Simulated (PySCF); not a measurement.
[C5H8S]+: g tensor and hyperfine couplings

C5H8S (charge +1 and doublet state).
Z-matrix (Å and degrees, GFN2-xTB geometry), rows numbered from 1:
```
C 
S   1  1.7979
C   2  1.7888  1  100.48
C   3  1.4810  2  121.97  1  -154.61
C   4  1.4945  3   97.46  2   161.25
C   5  1.4836  4   61.54  3   -48.54
H   1  1.0869  2  110.31  3    56.92
H   1  1.0867  2  107.17  3   176.81
H   1  1.0881  2  110.06  3   -64.47
H   3  1.0894  2  108.90  1    61.35
H   4  1.0700  3  130.19  6  -121.74
H   5  1.0833  4  117.80  6  -107.73
H   5  1.0843  4  119.08  6   110.20
H   6  1.0699  3  130.49  4   124.02
```

The hyperfine couplings belong to this conformer and change with its torsions.

The species is `[C@H]1([C@@H]2[C@H]1C2)[S+]C` [radical] (charge +1).

Computed, not measured: PySCF, UKS B3LYP, pcH-1 on C H S, non-relativistic, mean-field spin-orbit, GIAO. Isolated species at its GFN2-xTB geometry (one conformer only). GFN2-xTB frequencies show an imaginary mode (33i cm⁻¹), so this geometry is no minimum at that level. Couplings are sensitive to structure, and on GFN2-xTB geometries they can be far from those on DFT ones, by a factor of two or more for some ions and for spin on atoms past the first row. Stability of the SCF solution: not tested.

| Item | Value |
| --- | --- |
| g1, g2, g3 | 2.00253, 2.01309, 2.02823 |
| g_iso | 2.01462 |
| Form of g | rhombic: the two nearest values differ by 41 % of g3 − g1 |
| ⟨S²⟩ | 0.7540 (exact 0.7500) |
| Total energy | -593.16129 Eh |
| Basis functions | 240 |

Isotropic coupling and dipolar principal values T1 to T3, in mT (MHz turned into mT with g_iso):

| atom | isotope | a_iso | of which spin–orbit | T1 | T2 | T3 | Mulliken spin population |
| --- | --- | --- | --- | --- | --- | --- | --- |
| C1 | 13C | -0.39 | 0.01 | -0.08 | -0.06 | 0.14 | -0.02 |
| S2 | 33S | 0.86 | 0.02 | -2.24 | -2.13 | 4.37 | 0.63 |
| C3 | 13C | -1.10 | 0.01 | -0.26 | -0.12 | 0.39 | -0.05 |
| C4 | 13C | 0.39 | 0.00 | -0.29 | -0.26 | 0.55 | 0.09 |
| C5 | 13C | -0.42 | 0.00 | -0.10 | 0.02 | 0.08 | -0.02 |
| C6 | 13C | 1.97 | 0.01 | -0.72 | -0.68 | 1.39 | 0.22 |
| H7 | 1H | 1.64 | 0.00 | -0.13 | -0.03 | 0.16 | 0.02 |
| H8 | 1H | 0.10 | 0.00 | -0.10 | -0.07 | 0.17 | 0.00 |
| H9 | 1H | 2.46 | 0.00 | -0.12 | -0.07 | 0.19 | 0.03 |
| H10 | 1H | 7.34 | 0.00 | -0.22 | -0.07 | 0.29 | 0.09 |
| H11 | 1H | -0.16 | 0.00 | -0.15 | -0.03 | 0.17 | 0.00 |
| H12 | 1H | 0.56 | 0.00 | -0.08 | -0.05 | 0.13 | 0.01 |
| H13 | 1H | 1.91 | 0.00 | -0.10 | -0.03 | 0.12 | 0.02 |
| H14 | 1H | -0.51 | 0.00 | -0.26 | -0.10 | 0.36 | -0.01 |

Largest spin populations (Mulliken): S2 (+0.63), C6 (+0.22), C4 (+0.09) and H10 (+0.09).

Under fast tumbling the dipolar parts average out, and these isotropic splittings remain: 1 × 1H (H10, I = 1/2, 2 lines) with 7.34 mT, 1 × 1H (H13, I = 1/2, 2 lines) with 1.91 mT, 3 × 1H (H7/H8/H9, I = 1/2, 4 lines) with 1.40 mT, 1 × 1H (H12, I = 1/2, 2 lines) with 0.56 mT and 2 × 1H (H11/H14, I = 1/2, 3 lines) with 0.34 mT.

Means are taken over nuclei equivalent by connectivity, which assumes that they swap fast. The three 1H nuclei of mean +39.4 MHz run from 2.7 to 69.3 MHz in the frozen geometry. The 1H value of -9.4 MHz is a mean of couplings from -14.2 to -4.6 MHz in this one geometry, not an average over conformers.

The 13C coupling of C4/C6 (mean 33.3 MHz) shows only in satellite lines or after enrichment, since that isotope makes up about 1.07 % of natural carbon.

The 33S coupling of S2 (24.3 MHz) shows only in satellite lines or after enrichment, since that isotope makes up about 0.76 % of natural sulfur.
